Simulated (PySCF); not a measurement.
CH3S, SMILES C[S], multiplicity 2. Coordinates come from a r2SCAN-D4/def2-TZVP optimisation. The isomer is the one that the SMILES or the coordinates give; other isomers of the formula were not compared.

Computed equilibrium geometry at r2SCAN-D4/def2-TZVP (PySCF confirms it by a frequency run) as bond lengths and angles, and its point group:
point group Cs.
Atoms: C1 S2 H3 H4 H5. Bonds (Å): C1–S2 1.788, C1–H3 1.096, C1–H4 1.091, C1–H5 1.091. Bond angles (°): S2–C1–H3 106.3, S2–C1–H4 111.9, S2–C1–H5 111.9, H3–C1–H4 107.7, H3–C1–H5 107.7, H4–C1–H5 111.0.
Charge 0, spin multiplicity 2.
